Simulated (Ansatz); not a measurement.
# BFH3Si: the cost of one run

The runs use Ansatz 0.2.0, Gaussian basis; Hartree-Fock/def2-SVP.

1 further run of the same task is left out (it didn't finish).

## (1) Starting geometry

SMILES `B[SiH-]F`, 6 atoms, charge -1, spin multiplicity 1.

Atoms are counted from 1 here; the program's logs count them from 0.

Bond lengths: B1–Si2 1.821 Å, B1–H4 1.210 Å, B1–H5 1.205 Å, Si2–F3 1.728 Å, Si2–H6 1.494 Å. Angles: Si2–B1–H4 120.1°, Si2–B1–H5 123.6°, H4–B1–H5 115.4°, B1–Si2–F3 125.2°, B1–Si2–H6 137.4°, F3–Si2–H6 95.0°.

Coordinates:

```xyz
6
BFH3Si
B     0.3402   -0.5214   -0.8462
Si   -0.3467    0.3003    0.6271
F    -0.0736    1.9493    1.0670
H     0.1290   -1.6974   -1.0383
H     0.8346    0.0719   -1.7715
H    -0.8836   -0.1027    1.9619
```

## (2) Dynamics

The input, md/in.yaml:

```yaml
crystal:
  periodic: [false, false, false]
  atoms:
    - {symbol: B, position_ang: [0.340240, -0.521380, -0.846220]}
    - {symbol: Si, position_ang: [-0.346690, 0.300260, 0.627130]}
    - {symbol: F, position_ang: [-0.073630, 1.949310, 1.066980]}
    - {symbol: H, position_ang: [0.129030, -1.697430, -1.038260]}
    - {symbol: H, position_ang: [0.834640, 0.071920, -1.771480]}
    - {symbol: H, position_ang: [-0.883590, -0.102680, 1.961850]}
basis:
  gaussian: {orbitals: def2-SVP}
total_charge: -1
hamiltonian: {xc: hf}
md: {n_steps: 40, timestep: 0.5, temperature: 300, ensemble: nve, seed: 125, initial_velocities: maxwell_boltzmann}
```

Started as:

```bash
> ansatz run in.yaml --threads 2 --pin off --events-out ev --progress --plain --max-ram 3481MiB
```

**Question.** How long does this run take on 2 threads of Intel Xeon at 2.50GHz, shared host, and how much memory does it need?

About 79 s, with a peak of 0.1 GiB.
